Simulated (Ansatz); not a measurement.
The input, for Ansatz 0.2.0:

```yaml
crystal:
  periodic: [false, false, false]
  atoms:
    - {symbol: B, position_ang: [-1.532720, 0.000000, 0.000000]}
    - {symbol: H, position_ang: [-2.129454, 1.033571, 0.000000]}
    - {symbol: H, position_ang: [-2.129454, -1.033571, 0.000000]}
    - {symbol: H, position_ang: [0.257280, 0.000000, 0.000000]}
    - {symbol: B, position_ang: [1.526280, 0.000000, 0.000000]}
    - {symbol: H, position_ang: [2.035353, 0.000000, 1.077008]}
    - {symbol: H, position_ang: [2.035353, 0.000000, -1.077008]}
basis:
  gaussian: {orbitals: cc-pVDZ}
magnetization: {spin_polarized: true, initial_magnetization: 1}
hamiltonian: {xc: {name: PBE}}
output: {orbitals: {seedname: orbitals}}
```

```sh
$ ansatz run in.yaml --threads 1 --pin off --events-out ev --progress --plain --max-ram 2393MiB
```

Task: Roughly how long does this take on 1 thread of Arm Neoverse V2, shared host, and how much host memory?

Result: 5.5 s wall and 0.18 GiB.

```
598 factors; their error is unknown
mean field evaluation 1: about -1424.3796 eV, gradient 1.3e1 eV
mean field evaluation 2: about -1423.9558 eV, gradient 1.3e1 eV
mean field evaluation 4: about -1425.7779 eV, gradient 3.9e0 eV
mean field evaluation 8: about -1425.8773 eV, gradient 1.0e-1 eV
mean field evaluation 16: about -1425.8774 eV, gradient 2.6e-5 eV
mean field evaluation 32: about -1424.7360 eV, gradient 9.3e-6 eV
mean field evaluation 64: about -1425.1617 eV, gradient 6.0e0 eV
mean field -1425.87737463 eV, -52.4000270232 hartree, gradient 2.2e-6 eV, S^2 0.752500; 9 other end points of the search recorded, 0 dependent functions left out
reference -1425.87741051 eV, -52.4000283419 hartree; 8, 7 occupied and 45, 46 virtual orbitals, 598 factors
Total energy: -1425.87741051 eV, -52.4000283419 hartree
```
